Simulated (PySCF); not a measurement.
# SO (sulfur oxide) at UPBE/def2-TZVPPD

What is the energy change on altering one bond length of SO (sulfur oxide) at UPBE/def2-TZVPPD? Input form: a Python script.

Program for the calculation: PySCF 2.14.0.

1 further run of the same task is left out (set aside as unsound or not needed).

**1. Starting point**

SO has 2 atoms, charge 0, and is taken as a triplet. As SMILES, `O=S`. The bond length is the measured one.

Bond lengths: O1–S2 1.481 Å.

**2. A single-point energy at UPBE/def2-TZVPPD**

geometry.xyz reads:

```xyz
2

O      0.000000     0.000000     0.000000
S      0.000000     0.000000     1.481087
```

input.py reads:

```python
from pyscf import gto, dft

mol = gto.Mole()
mol.atom = 'geometry.xyz'
mol.basis = 'def2-tzvppd'
mol.verbose = 3
mol.max_memory = 1860
mol.spin = 2
mol.build()

calc0 = dft.UKS(mol, xc='pbe')
calc0.conv_tol = 1e-10
calc0.grids.level = 5
calc0.kernel()
if not calc0.converged:
    calc0 = calc0.newton().run(calc0.mo_coeff, calc0.mo_occ)

e_tot = calc0.e_tot
print(f'total energy: {e_tot:.8f} hartree')
```

Command:

```
$ OMP_NUM_THREADS=1 python input.py
```

The log of the run:

```text
WARN: HOMO -0.21548919620326 >= LUMO -0.215489196203274

converged SCF energy = -473.173770352239  <S^2> = 2.0047162  2S+1 = 3.0031425
total energy: -473.17377035 hartree
```

Wall time 13 s (1 thread of Intel Xeon Platinum 8175M at 2.50GHz (Skylake/Cascade Lake), shared host); peak memory 0.43 GiB.

**3. The distorted shape, same level**

run.py reads:

```python
from pyscf import gto, dft

molecule = gto.M(
    atom='O 0.000000 0.000000 -1.184913; S 0.000000 0.000000 1.481087',
    max_memory=1860,
    charge=0,
    spin=2,
    verbose=3,
    basis='def2-tzvppd',
)

mf = dft.UKS(molecule, xc='pbe')
mf.grids.level = 5
mf.conv_tol = 1e-10
mf.kernel()
if not mf.converged:
    mf = mf.newton().run(mf.mo_coeff, mf.mo_occ)

e_final = mf.e_tot
print(f'total energy: {e_final:.8f} hartree')
```

Command:

```
$ OMP_NUM_THREADS=1 python run.py
```

The log of the run:

```text
WARN: HOMO -0.256393482688031 >= LUMO -0.25639348268813

WARN: HOMO -0.204625381315909 >= LUMO -0.20757108037488

SCF not converged.
SCF energy = -472.965414174696 after 50 cycles  <S^2> = 2.452676  2S+1 = 3.2879635
converged SCF energy = -472.96541417796  <S^2> = 2.4526797  2S+1 = 3.2879657
total energy: -472.96541418 hartree
```

Wall time 35 s (1 thread of Intel Xeon Platinum 8175M at 2.50GHz (Skylake/Cascade Lake), shared host); peak memory 0.5 GiB.

**4. Outcome**

At UPBE/def2-TZVPPD:

| quantity | value |
| --- | --- |
| first shape: total energy | -473.17377 Eh |
| first shape: dipole moment | 1.35 D |
| first shape: HOMO energy (highest over α and β) | -6.12 eV |
| first shape: LUMO energy (lowest over α and β) | -4.41 eV |
| first shape: ⟨S²⟩ | 2.005 |
| distorted shape: total energy | -472.96541 Eh |
| distorted shape: dipole moment | 1.44 D |
| distorted shape: HOMO energy (highest over α and β) | -7.26 eV |
| distorted shape: LUMO energy (lowest over α and β) | -6.74 eV |
| distorted shape: ⟨S²⟩ | 2.453 |
| energy change with the O1–S2 bond stretched from 1.481 to 2.666 Å | 5.670 eV |

What this shows: With the O1–S2 bond stretched from 1.481 to 2.666 Å the energy rises by 5.67 eV (131 kcal/mol). The first shape isn't relaxed at this level, so the change isn't measured from a minimum. ⟨S²⟩ (distorted shape) is 2.45 where a pure triplet has 2.00: the reference is spin-contaminated.
